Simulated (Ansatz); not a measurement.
This Ansatz (a first-principles code) input (CCSD(T)/cc-pwCVTZ) gives -364.51896 Eh with 102 basis functions. A basis named .json is the Basis Set Exchange file of that set (core-valence sets with the plain set on hydrogen).

Ansatz 0.2 input:
```yaml
crystal:
  periodic: [false, false, false]
  atoms:
    - {symbol: Si, position_ang: [-0.00000000, -0.00000000, -0.55023073]}
    - {symbol: O, position_ang: [0.00000000, 0.00000000, 0.96290378]}
basis:
  gaussian:
    orbitals: cc-pwCVTZ.json
magnetization: {spin_polarized: false}
correlation: {method: ccsd_t, frozen_orbitals: {O: 0, Si: 1}}
```

Change:
```diff
- orbitals: cc-pwCVTZ.json
+ orbitals: cc-pV_T+d_Z.json
```

Task: What does the run give now?

Result: -364.31943 Eh (CCSD(T)/cc-pV(T+d)Z, 69 functions), a change of +199.53 mEh.
